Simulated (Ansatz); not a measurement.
A CCSD(T) single point on C₃H₄FNS (`C#CC(N)(F)S`).

```yaml
crystal:
  periodic: [false, false, false]
  atoms:
    - {symbol: C, position_ang: [-0.090411, 0.335502, -2.166608]}
    - {symbol: C, position_ang: [0.080812, 0.091910, -1.005956]}
    - {symbol: C, position_ang: [0.284709, -0.200683, 0.407646]}
    - {symbol: N, position_ang: [-0.652466, -1.149240, 0.871482]}
    - {symbol: F, position_ang: [1.561380, -0.707626, 0.568679]}
    - {symbol: S, position_ang: [0.186324, 1.338728, 1.410002]}
    - {symbol: H, position_ang: [-0.238806, 0.555141, -3.197770]}
    - {symbol: H, position_ang: [-0.793920, -1.116661, 1.871208]}
    - {symbol: H, position_ang: [-1.522989, -1.129963, 0.364726]}
    - {symbol: H, position_ang: [1.268568, 1.931694, 0.879590]}
basis:
  gaussian: {orbitals: def2-TZVPP}
correlation: {method: ccsd_t}
```

```sh
$ ansatz run in.yaml --threads 4 --pin off --events-out ev --progress --plain --max-ram 10444MiB
```

Log, shortened:

```
Functional definition: HF
1537 factors; integrals over basis functions are off by at most 1.1e-3 eV
mean field evaluation 1: about -18155.8380 eV, gradient 4.3e1 eV
mean field evaluation 2: about -18156.2333 eV, gradient 4.3e1 eV
mean field evaluation 4: about -18160.5050 eV, gradient 4.8e0 eV
mean field evaluation 8: about -18160.5897 eV, gradient 5.1e-1 eV
mean field -18160.59085413 eV, -667.3894041988 hartree, gradient 2.1e-6 eV, S^2 0.000000; 0 other end points of the search recorded, 0 dependent functions left out
10 core orbitals not correlated: weight in the atoms' cores, before any rotation towards them, 1.000 or more for the frozen orbitals, at most 0.000 for the correlated occupied ones
reference -18160.59085413 eV, -667.3894041988 hartree; 17, 17 occupied and 226, 226 virtual orbitals, 1537 factors
second order -29.96885103 eV of doubles, -0.00000000 eV of singles
cycle   1  -29.87293005 eV  change    9.6e-2 eV  update   1.2e-1
cycle   2  -30.63051199 eV  change   -7.6e-1 eV  update   3.8e-2
cycle   3  -30.80234809 eV  change   -1.7e-1 eV  update   1.8e-2
cycle   4  -30.79428339 eV  change    8.1e-3 eV  update   5.2e-3
cycle   5  -30.79433705 eV  change   -5.4e-5 eV  update   2.4e-3
cycle   6  -30.79622338 eV  change   -1.9e-3 eV  update   7.3e-4
cycle   7  -30.79614070 eV  change    8.3e-5 eV  update   3.0e-4
cycle   8  -30.79601373 eV  change    1.3e-4 eV  update   1.0e-4
cycle   9  -30.79603752 eV  change   -2.4e-5 eV  update   4.3e-5
cycle  10  -30.79603239 eV  change    5.1e-6 eV  update   1.7e-5
perturbative correction -1.39241479 eV, -0.0511702995 hartree
Total energy: -18192.77930131 eV, -668.5723078145 hartree
```

Run time 2.5 min (4 threads of an Arm Neoverse V2 on a shared host); peak host memory 5.9 GiB.

MP2 recovers 93.1 % of the CCSD(T) correlation energy and the triples give 4.3 %; T1 = 0.0126.
